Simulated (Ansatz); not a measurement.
fcc Ir was calculated with PBE-D3(BJ) (Ansatz, an electronic-structure program, plane waves, PAW).

From the output:

```
Crystal: 1 atoms, lattice volume = 14.162 Å³
Basis set: ecut = 520 eV, 339 PW (Γ), exchange–correlation on 48×48×48 points (8 copies of the dense FFT grid, shifted against one another)
Bands: 13, of which v1, the nominal top of the filled ones, is band 9 counted from 1 (8 counted from 0)
Symmetry: 48 space group operations
Space group: Fm-3m (ITA 225), of the structure as read, at distance tolerance 2.4e-5 Å
k-points: 413 of 13824
Functional: x = pbe(κ = 0.804, μ = 0.2195149727645171), c = pbe(β = 0.06672455060314922)
SCF iter   1: F=—  HF=-11936.040456 eV  |F-HF|=—  |Δ(HF+E_count)|=         —  Δρ=4.23e-3  dr2=3.51e-4
SCF iter   2: F=—  HF=-11936.040992 eV  |F-HF|=—  |Δ(HF+E_count)|=   5.37e-4  Δρ=2.13e-3  dr2=8.38e-5
  ...
SCF iter   6: F=—  HF=-11936.041256 eV  |F-HF|=—  |Δ(HF+E_count)|=   3.10e-9  Δρ=1.13e-6  dr2=1.04e-10
SCF iter   7: F=-11936.041256 eV  HF=-11936.041256 eV  |F-HF|=5.46e-12  |Δ(HF+E_count)|=  2.36e-11  Δρ=9.84e-8  dr2=1.09e-12
SCF 1 converged in 7 iterations: F = -11936.041256 eV  dr2 = 1.09e-12
SCF converged after 7 iterations
Free energy (F): -11936.041256 eV
Internal energy: -11936.033641 eV  (E = F + TS)
E sigma→0 (E₀):  -11936.037449 eV
Fermi energy:    25.796615 eV
--- Stress (GPa, compression-positive) ---
       -0.000579       0.000000      -0.000000
        0.000000      -0.000579      -0.000000
        0.000000      -0.000000      -0.000579
  P = ⅓ Tr σ = -0.0006 GPa (-0.006 kbar)
```

Problem. Write an input file that could have produced this run (the log leaves some choices open).

Solution. Several could match; the one computed here: 
Ansatz 0.2 input:
```yaml
crystal:
  lattice:
    - [0.0, 1.9202844639, 1.9202844639]
    - [1.9202844639, 0.0, 1.9202844639]
    - [1.9202844639, 1.9202844639, 0.0]
  atoms:
    - { symbol: Ir, position: [0.0, 0.0, 0.0] }
basis:
  ecutwfc: 520
  ecutrho_ratio: 4
  xc_grid: 2
kpoints:
  mp_grid: { grid: [24, 24, 24] }
hamiltonian:
  xc: pbe
  dispersion: d3bj
  pseudopotentials: { kind: paw }
scf:
  occupations: { method: fermi_dirac, width: 0.05 }
  convergence: { dr2_threshold: 0.0000000001 }
output:
  forces: false
  stress: true
  eigenvalues: true
```
